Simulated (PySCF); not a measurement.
Bicyclopropyl, C6H10.
SMILES: `C1CC1C1CC1`

Level of theory: TDDFT CAM-B3LYP/def2-SVPD, vertical, gas phase, core orbitals frozen in the response (PySCF 2.14.0, density-fitted response routines). Isolated species at its PBE0-D3(BJ)/def2-SVP geometry (one conformer only). Torsions of this conformer, `[CH2:1]1[CH2:2][CH:3]1[CH:4]1[CH2:5][CH2:6]1`: C2–C3–C4–C5 109°.

Broadening: Gaussians 0.25 eV wide at half height, area fixed by f = 4.319×10⁻⁹ ∫ε dν̃. The width is an assumption, not a result. The curve ends short of the highest state used, and states not computed would add to its high-energy end.

λ (nm), ε (L mol⁻¹ cm⁻¹) and a bar:
```
    150.6        560 ##
    151.7        417 ##
    152.9        371 #
    154.1        562 ##
    155.3       1429 ######
    156.4       3165 ############
    157.6       5754 ######################
    158.8       7705 ##############################
    160.0       7659 ##############################
    161.1       5924 #######################
    162.3       3445 #############
    163.5       1560 ######
    164.7        607 ##
    165.8        310 #
    167.0        268 #
    168.2        287 #
    169.4        267 #
    170.5        205 #
    171.7        124 
    172.9         61 
    174.0         26 
    175.2          9 
    176.4          2 
    177.6          1
```

(1) Locate the maxima and give the states behind the curve.

(2) Coming from long wavelengths, where does ε first pass 100 L mol⁻¹ cm⁻¹?

Answers

(1) 168 nm (7.36 eV), ε about 290, made up of S1 (98%); 159 nm (7.78 eV), ε about 8000, made up of S3 (63%) and S4 (37%) (ε in L mol⁻¹ cm⁻¹; maxima over ε = 5, shares over 10%). At its high-energy end, 8.23 eV, the curve is still rising (ε about 550, from S6, S7 and S8). The states used: S1 7.36 eV (f 0.0026); S2 7.41 eV (f 0.0000); S3 7.76 eV (f 0.047); S4 7.81 eV (f 0.028); S5 8.11 eV (f 0.0000); S6 8.16 eV (f 0.0027); S7 8.36 eV (f 0.0044); S8 8.56 eV (f 0.090); S9 8.68 eV (f 0.0000); S10 8.83 eV (f 0.0000).

(2) At about 172 nm (7.20 eV), 0.15 eV below S1.

All these states lie below the vertical ionisation energy of 9.37 eV (ΔSCF).

On an x86-64 server with one thread, on a shared host, this took 2.0 min wall.
